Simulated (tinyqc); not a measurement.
Worked calculation: coupled-perturbed Hartree-Fock on RHF in the sto-3g basis, for LiH, spin multiplicity 1. One step of it, computed by the program tinyqc.

Task: Response to a field: uncoupled start. Field along y; U_ai = -mu_ai / (e_a - e_i), alpha = -4 sum U_ai mu_ai.

orbital energies (hartree): MO1 -2.345989, MO2 -0.300692, MO3 0.079474, MO4 0.163317, MO5 0.163317, MO6 0.595508

dipole integrals <a|y|i> (bohr):
```
,i1,i2
a3,0.000000,0.000000
a4,0.161761,0.761342
a5,-0.127042,-0.597933
a6,0.000000,0.000000
```

Give: uncoupled U; uncoupled polarisability.

Result:

uncoupled U:
```
,i1,i2
a3,0.0000,0.0000
a4,-0.0645,-1.6408
a5,0.0506,1.2886
a6,0.0000,0.0000
```

uncoupled polarisability = 8.1463 bohr^3
